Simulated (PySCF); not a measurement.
```xyz
4
charge 0 multiplicity 2, angstrom
C     0.0000    0.0000   -0.3280
F     1.2601    0.0000    0.0690
F    -0.6300    1.0913    0.0690
F    -0.6300   -1.0913    0.0690
```

All numbers come from UB3LYP in PySCF with C def2-TZVP, F def2-TZVP; no relativity; density-fitted integrals.

This geometry of CF₃ is a stationary point at this level.

Task: What is the point group?

Result: C3v.

Task: Is it a minimum?

Result: Yes: all harmonic wavenumbers are real.

Task: Which band is strongest in the infrared?

Result: 1239 cm⁻¹ (e), 717 km/mol.

Task: Give the ideal-gas entropy at 298.15 K and 1 bar by parts.

Result: translation 161.7, rotation 90.1, vibration 7.3, spin 5.8; total 264.8 J/(mol K).

This need not be the most stable arrangement of these atoms.
